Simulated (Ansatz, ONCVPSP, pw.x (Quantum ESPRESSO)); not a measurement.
## pw.x on fcc N: one setting changed

Potential: optimised norm-conserving Vanderbilt (ONCV), ONCVPSP 4.0.1.1 (patched build), LDA (Perdew-Wang 92); core [He], reference 2s2 2p2.75; waves: 2s: rc 1.15 bohr, ncon 3, nbas 7, qcut 7.3 1/bohr, local; 2p: rc 2.10 bohr, ncon 3, nbas 8, qcut 8 1/bohr, 2 projectors, debl 0.9 Ha; d scattering state at 0.17 Ha: rc 1.65 bohr, ncon 4, nbas 7, qcut 5.8 1/bohr, 2 projectors, debl 3.2 Ha; local part: the s channel; core correction: Teter function, fcfact 1.75, rcfact 1.4.

The reference run (k-mesh 18³, cutoffs 65/260 Ry, Fermi–Dirac 0.01 Ry, mixing_beta 0.4, conv_thr 1e-9, no spin) gives -1.19 GPa at 7.069 Å³/atom, where all-electron LAPW gives -0.19 GPa. This run, with its own iteration cap, changes nspin = 2 with starting_magnetization to 0.2.

```
&control
  calculation='scf', prefix='x', pseudo_dir='./', outdir='./tmp', tstress=.true., disk_io='none'
/
&system
  ibrav=0, nat=1, ntyp=1, ecutwfc=65, ecutrho=260, nbnd=9,
  occupations='smearing', smearing='fd', degauss=0.01, nspin=2, starting_magnetization(1)=0.2
/
&electrons
  conv_thr=1e-09, mixing_beta=0.4, electron_maxstep=50
/
ATOMIC_SPECIES
N 1.0 N.UPF
CELL_PARAMETERS angstrom
  0.00000000 1.52326687 1.52326687
  1.52326687 0.00000000 1.52326687
  1.52326687 1.52326687 0.00000000
ATOMIC_POSITIONS crystal
N 0.0000 0.0000 0.0000
K_POINTS automatic
18 18 18 0 0 0
```

```bash
pw.x < N.scf.in > N.scf.out
```

Q: How does the run end?

A: It converges in 10 iterations; the free energy moves by +0.0 meV/atom and the pressure by +0.00 GPa. The result is that of the reference run.

```
Message from routine setup:
     using ibrav=0 with symmetry is DISCOURAGED, use correct ibrav instead
     lattice parameter (alat)  =       4.0709  a.u.
     unit-cell volume          =      47.7040 (a.u.)^3
     number of electrons       =         5.00
     number of Kohn-Sham states=            9
     kinetic-energy cutoff     =      65.0000  Ry
     charge density cutoff     =     260.0000  Ry
     scf convergence threshold =      1.0E-09
     Exchange-correlation= SLA  PW   NOGX NOGC
     atomic species   magnetization
     number of k points=   195  Fermi-Dirac smearing, width (Ry)=  0.0100
     iteration #  1     ecut=    65.00 Ry     beta= 0.40
     total energy              =     -19.61097748 Ry
     estimated scf accuracy    <       0.01196279 Ry
     total magnetization       =     0.49 Bohr mag/cell
     absolute magnetization    =     0.49 Bohr mag/cell
     iteration #  2     ecut=    65.00 Ry     beta= 0.40
     total energy              =     -19.61423237 Ry
     estimated scf accuracy    <       0.00337485 Ry
     total magnetization       =     0.41 Bohr mag/cell
     absolute magnetization    =     0.41 Bohr mag/cell
     iteration #  3     ecut=    65.00 Ry     beta= 0.40
     total energy              =     -19.61388979 Ry
     estimated scf accuracy    <       0.00068023 Ry
     total magnetization       =     0.29 Bohr mag/cell
     absolute magnetization    =     0.29 Bohr mag/cell
     iteration #  4     ecut=    65.00 Ry     beta= 0.40
     total energy              =     -19.61876179 Ry
     estimated scf accuracy    <       0.00003901 Ry
     total magnetization       =     0.00 Bohr mag/cell
     absolute magnetization    =     0.01 Bohr mag/cell
     iteration #  5     ecut=    65.00 Ry     beta= 0.40
     total energy              =     -19.61884203 Ry
     estimated scf accuracy    <       0.00001595 Ry
     total magnetization       =     0.04 Bohr mag/cell
     absolute magnetization    =     0.04 Bohr mag/cell
     iteration #  6     ecut=    65.00 Ry     beta= 0.40
     total energy              =     -19.61891287 Ry
     estimated scf accuracy    <       0.00000039 Ry
     total magnetization       =     0.01 Bohr mag/cell
     absolute magnetization    =     0.01 Bohr mag/cell
     iteration #  7     ecut=    65.00 Ry     beta= 0.40
     total energy              =     -19.61891945 Ry
     estimated scf accuracy    <       0.00000043 Ry
     total magnetization       =    -0.01 Bohr mag/cell
     absolute magnetization    =     0.01 Bohr mag/cell
     iteration #  8     ecut=    65.00 Ry     beta= 0.40
     total energy              =     -19.61892115 Ry
     estimated scf accuracy    <          2.4E-09 Ry
     total magnetization       =    -0.00 Bohr mag/cell
     absolute magnetization    =     0.00 Bohr mag/cell
     iteration #  9     ecut=    65.00 Ry     beta= 0.40
     total energy              =     -19.61892115 Ry
     estimated scf accuracy    <          1.2E-09 Ry
     total magnetization       =    -0.00 Bohr mag/cell
     absolute magnetization    =     0.00 Bohr mag/cell
     iteration # 10     ecut=    65.00 Ry     beta= 0.40
     the Fermi energy is     9.2545 ev
!    total energy              =     -19.61892115 Ry
     estimated scf accuracy    <          3.7E-11 Ry
     smearing contrib. (-TS)   =      -0.00291934 Ry
     The total energy is F=E-TS. E is the sum of the following terms:
     one-electron contribution =       3.71482360 Ry
     hartree contribution      =       1.47551962 Ry
     xc contribution           =      -4.89679592 Ry
     ewald contribution        =     -19.90954911 Ry
     total magnetization       =     0.00 Bohr mag/cell
     absolute magnetization    =     0.00 Bohr mag/cell
     convergence has been achieved in  10 iterations
          total   stress  (Ry/bohr**3)                   (kbar)     P=      -11.86
     Message from routine punch:
     Nothing written, as per user request (disk_io='none')
```

The run took about 46 s on one core of a shared host (Neoverse-N1, 64 threads, 124 GiB, load 53).
